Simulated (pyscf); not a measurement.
Elementary routes open to Cl–SiH(Cl)–Cl + H₂O in the gas phase (singlet surface):
A. HCl + HO–SiH(Cl)–Cl (Cl–Si, H–O broken; Cl–H, O–Si formed)
B. HO–Si(Cl)(Cl)–Cl + H₂ (H–Si, H–O broken; O–Si, H–H formed)

Optimised with ωB97X-D3(BJ)/def2-SVP in PySCF.

Problem. Rank the routes by free-energy barrier at 900 K, lowest first, for ωB97M-D3(BJ)/def2-TZVP energies (ideal gas, 1 atm, RRHO with modes under 100 cm⁻¹ raised to 100, one conformer, R ln 2 for chiral ones without a mode under 150 cm⁻¹).

Solution. A (47.1 kcal/mol), B (63.1 kcal/mol)

Route A is the fastest of these, ahead of the next by 16.0 kcal/mol. The most stable products are those of B (ΔG = -21.9 kcal/mol), whose barrier is 16.0 kcal/mol higher: the kinetic and the thermodynamic product differ. At 298 K A is still the fastest. B: On the reactant side the descent ends in a complex (not fully relaxed), 4.1 kcal/mol under the separated species and 38.2 kcal/mol under the saddle at ωB97X-D3(BJ)/def2-TZVP. Only these routes are compared; each barrier is that of the saddle found, and lower ones may exist.
